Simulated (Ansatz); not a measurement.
B$_{2}$H$_{6}$Si, SMILES `B[SiH2]B`, one more setting.

```yaml
crystal:
  periodic: [false, false, false]
  atoms:
    - {symbol: B, position_ang: [-0.980835, 0.471313, -1.175893]}
    - {symbol: Si, position_ang: [0.683947, 0.502563, -0.052620]}
    - {symbol: B, position_ang: [0.308783, -1.001149, 1.224984]}
    - {symbol: H, position_ang: [-1.054953, -0.228260, -2.142060]}
    - {symbol: H, position_ang: [-1.945659, 1.102578, -0.861426]}
    - {symbol: H, position_ang: [0.843599, 1.802600, 0.658905]}
    - {symbol: H, position_ang: [1.901181, 0.235107, -0.870624]}
    - {symbol: H, position_ang: [0.606705, -2.125899, 0.951953]}
    - {symbol: H, position_ang: [-0.274368, -0.805153, 2.249580]}
basis:
  gaussian: {orbitals: "6-31G*"}
hamiltonian: {xc: {name: SVWN5}}
output: {forces: true}
```

```sh
$ ansatz run in.yaml --threads 2 --pin off --events-out ev --progress --plain --max-ram 4352MiB
```

Output, abridged:

```
Functional definition: SVWN5
760 factors; their error is unknown
mean field evaluation 1: about -9274.1335 eV, gradient 2.2e1 eV
mean field evaluation 2: about -9274.6670 eV, gradient 2.0e1 eV
mean field evaluation 4: about -9276.1192 eV, gradient 8.5e-1 eV
mean field evaluation 8: about -9276.0488 eV, gradient 2.1e-1 eV
mean field -9276.04884373 eV, -340.8885074753 hartree, gradient 2.3e-5 eV, S^2 0.000000; 0 other end points of the search recorded, 0 dependent functions left out
reference -9276.04887571 eV, -340.8885086508 hartree; 15, 15 occupied and 46, 46 virtual orbitals, 760 factors
Total energy: -9276.04887571 eV, -340.8885086508 hartree
Atom 0 at    -0.980835     0.471313    -1.175893 Å, force     0.351326    -0.015150     0.257013 eV/Å
Atom 1 at     0.683947     0.502563    -0.052620 Å, force    -0.354585    -0.263770     0.028388 eV/Å
Atom 2 at     0.308783    -1.001149     1.224984 Å, force     0.057976     0.320253    -0.289385 eV/Å
Atom 3 at    -1.054953    -0.228260    -2.142060 Å, force     0.015543    -0.175814    -0.227131 eV/Å
Atom 4 at    -1.945659     1.102578    -0.861426 Å, force    -0.213542     0.164997     0.102044 eV/Å
Atom 5 at     0.843599     1.802600     0.658905 Å, force     0.000920     0.218572     0.133629 eV/Å
Atom 6 at     1.901181     0.235107    -0.870624 Å, force     0.195440    -0.072539    -0.149347 eV/Å
Atom 7 at     0.606705    -2.125899     0.951953 Å, force     0.087043    -0.257618    -0.093970 eV/Å
Atom 8 at    -0.274368    -0.805153     2.249580 Å, force    -0.140120     0.081069     0.238759 eV/Å
Dipole moment:    -0.036960    -0.028040     0.002659 e Å
```

Run time 0.6 s (2 threads of an Arm Neoverse V1 on a shared host); peak host memory 0.35 GiB.
